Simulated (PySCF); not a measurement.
**How close is B3LYP for benzene radical anion?**

Measured values to reproduce: a(1H H7 (×6)) -3.75 G [1]; a(13C C1 (×6)) 2.8 G [1]. Sources and the comparison follow the method.

Species: benzene radical anion, C₆H₆ (charge -1 and doublet state).
Bonds: C1–C2 (aromatic), C2–C3 (aromatic), C3–C4 (aromatic), C4–C5 (aromatic), C5–C6 (aromatic), C1–C6 (aromatic). Hydrogens: H7 on C1; H8 on C2; H9 on C3; H10 on C4; H11 on C5; H12 on C6.

The species is `C1=CC=CC=C1` (benzene radical anion) [SMILES of the parent framework; charge -1 and doublet state].

Method: UKS B3LYP, IGLO-III on C, pcH-1 on H, non-relativistic, mean-field spin-orbit, GIAO in PySCF 2.14.0. Isolated species at its PBE0-D3(BJ)/def2-SVP geometry, gas phase. Whether the extra electron is bound in the gas phase wasn't checked; a finite basis holds it in any case. Stability of the SCF solution: not tested. No frequencies were computed at this geometry's level, so the symmetric structure isn't shown to be a minimum.

| nucleus | computed a_iso (MHz) | published | in MHz | difference of magnitudes (MHz) | source |
| --- | --- | --- | --- | --- | --- |
| 1H H7 (×6) | -13.7 | -3.75 G | -10.5 | +3.2 | [1] |
| 13C C1 (×6) | 4.5 | 2.8 G | 7.8 | -3.3 | [1] |

Values published in field units are turned into MHz with the computed g_iso.

Sources: [1] measured, solution or matrix (EPR); Pople, Beveridge, Approximate Molecular Orbital Theory, McGraw-Hill 1970 (compilation of measured values).

In relative terms the largest miss is 13C C1 (×6), by 42 %. The measured numbers hold vibrational averaging and, outside the gas phase, effects of the matrix or solvent; the computed ones belong to one rigid, isolated geometry and carry the errors of functional and basis. An EPR spectrum gives magnitudes, so published signs often rest on theory.

Largest spin populations (Mulliken): C5 (+0.33), C2 (+0.33), C6 (+0.33) and C3 (+0.33). Four atoms exceed +0.15. The positive populations add up to 1.33 and the negative ones to -0.33, together 2S = 1.

⟨S²⟩ = 0.7604 against the exact 0.7500, so spin contamination is small.
